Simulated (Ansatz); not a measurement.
## CH5FSi: where a starting geometry ends

The starting geometry of this gas-phase triplet was optimised with GFN2-xTB as a singlet; its bonds are those of `C[SiH2]F`.

```xyz
8

C    -1.8464   -0.4651    1.0141
F    -0.2897    1.8948    0.9128
Si   -0.3873    0.5041    1.7248
H    -1.9761   -1.4168    1.5201
H    -1.7033   -0.6712   -0.0437
H    -2.7751    0.0911    1.1153
H    -0.5957    0.9060    3.1089
H     0.8932   -0.1470    1.4858
```

Q: Predict what it relaxes into with PBE0-D3(BJ)/def2-SVP.

A: It falls apart into FH2Si + CH3. Contacts that open: C1–Si3 (1.89 → 3.23 Å).

The energy falls by 3.88 eV over 36 steps:

| step | E − E(last) (eV) |
| --- | --- |
| 1 | 3.885 |
| 5 | 1.567 |
| 9 | 0.894 |
| 13 | 0.180 |
| 17 | 0.082 |
| 20 | 0.077 |
| 24 | 0.053 |
| 28 | 0.013 |
| 32 | 0.001 |
| 36 | 0.000 |

Final geometry (Å):

| atom | x (Å) | y (Å) | z (Å) |
| --- | --- | --- | --- |
| C | -2.2801 | -1.0323 | 0.9839 |
| F | 1.2894 | 1.9876 | 2.3036 |
| Si | 0.1285 | 0.8963 | 1.9459 |
| H | -1.8949 | -1.6891 | 1.7656 |
| H | -1.9477 | -1.1640 | -0.0463 |
| H | -3.1006 | -0.3494 | 1.2063 |
| H | -1.1955 | 1.5610 | 2.1598 |
| H | 0.3205 | 0.4859 | 0.5193 |

No frequencies were run, so the end isn't proven a minimum. Open shells are spin-unrestricted. The triplet needn't be the ground state. Run with Ansatz 0.2.0, 2.3 min on 1 thread of Arm Neoverse V1, on a shared host.
